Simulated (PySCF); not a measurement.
## Working with the constants of MgF

PBE0 constants of MgF, ²Σ⁺ (doublet), unpaired electrons σ ↑ (Mg def2-TZVP, F def2-TZVP; no relativity (PySCF 2.14); masses 23.9850 and 18.9984 u):

| Quantity | Value |
| --- | --- |
| ωe | 700.5 cm⁻¹ |
| ωexe | 4.03 cm⁻¹ |
| Be | 0.51114 cm⁻¹ |
| αe | 0.00462 cm⁻¹ |
| D (centrifugal) | 1.09e-06 cm⁻¹ |
| De to Mg + F | 4.44 eV |

Q: Give the vibrational terms G(v) and spacings up to v = 6.

A: G(v) = ωe(v+½) − ωexe(v+½)².

```json
{"v": "0", "G(v) (cm⁻¹)": "349.2", "G(v) − G(v−1)": "", "Bv (cm⁻¹)": "0.5088"}
{"v": "1", "G(v) (cm⁻¹)": "1041.7", "G(v) − G(v−1)": "692.4", "Bv (cm⁻¹)": "0.5042"}
{"v": "2", "G(v) (cm⁻¹)": "1726.1", "G(v) − G(v−1)": "684.4", "Bv (cm⁻¹)": "0.4996"}
{"v": "3", "G(v) (cm⁻¹)": "2402.4", "G(v) − G(v−1)": "676.3", "Bv (cm⁻¹)": "0.4950"}
{"v": "4", "G(v) (cm⁻¹)": "3070.6", "G(v) − G(v−1)": "668.3", "Bv (cm⁻¹)": "0.4904"}
{"v": "5", "G(v) (cm⁻¹)": "3730.8", "G(v) − G(v−1)": "660.2", "Bv (cm⁻¹)": "0.4857"}
{"v": "6", "G(v) (cm⁻¹)": "4383.0", "G(v) − G(v−1)": "652.1", "Bv (cm⁻¹)": "0.4811"}
```

Q: How well does the Morse estimate ωe²/(4ωexe) reproduce De, and what is D0?

A: It gives 3.77 eV, 85 % of the computed De. D0 = De − G(0) = 4.44 − 0.04 = 4.40 eV.

The state is the lowest determinant that a PBE0 search found; another state may lie lower at other levels.
